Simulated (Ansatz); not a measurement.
## BH3S, triplet: from triple and quadruple zeta to the limit

```yaml
atoms:
  - { symbol: B, position_ang: [-2.2789, 0.0000, 0.0000] }
  - { symbol: H, position_ang: [-2.8756, 1.0336, 0.0000] }
  - { symbol: H, position_ang: [-2.8756, -1.0336, 0.0000] }
  - { symbol: H, position_ang: [-0.6989, 0.0000, 0.0000] }
  - { symbol: S, position_ang: [0.9711, 0.0000, 0.0000] }
```

Connectivity, by distances: BH2 ··· SH.

Ansatz 0.2.0, UHF determinant, valence electrons correlated. Energies in eV.

```tsv
set	X	functions	Hartree–Fock	MP2 correlation	CCSD(T) correlation	time
def2-TZVPP	3	115	-11533.5269	-6.6637	-8.1693	16 s on 1 × NVIDIA H100 80GB HBM3 with 1 thread of AMD EPYC 7R13 Processor (Zen 3), with other jobs on the host
def2-QZVPP	4	217	-11533.8735	-7.1994	-8.6520	25 s on 1 × NVIDIA H100 80GB HBM3 with 1 thread of AMD EPYC 7R13 Processor (Zen 3) (shared host)
```

Hartree–Fock is taken to follow E(X) = E∞ + A·exp(−7.88·√X), correlation E(X) = E∞ + B·X^−2.97.

Cautions: lower spins were not checked.

Problem. Work out the CCSD(T) energy at the limit, and how far the shortcut misses it that extrapolates MP2 and adds CCSD(T) minus MP2 from the smaller set.

Solution. Hartree–Fock: E∞ = E4 + 0.1377·(E4 − E3) = -11533.9212. Correlation: E∞ = E4 + 0.7407·(E4 − E3) = -9.0095 for CCSD(T) and -7.5963 for MP2. The limit is -11542.9308 eV, 0.405 eV below def2-QZVPP. The shortcut gives a correlation energy of -7.5963 + (-1.5057) = -9.1020, 92 meV lower than the direct value.

Past Ne part of the Hartree–Fock step between the two sets comes from the cores, which don't follow the formula, so the 48 meV that it adds to the total can overshoot; that part largely cancels in differences.
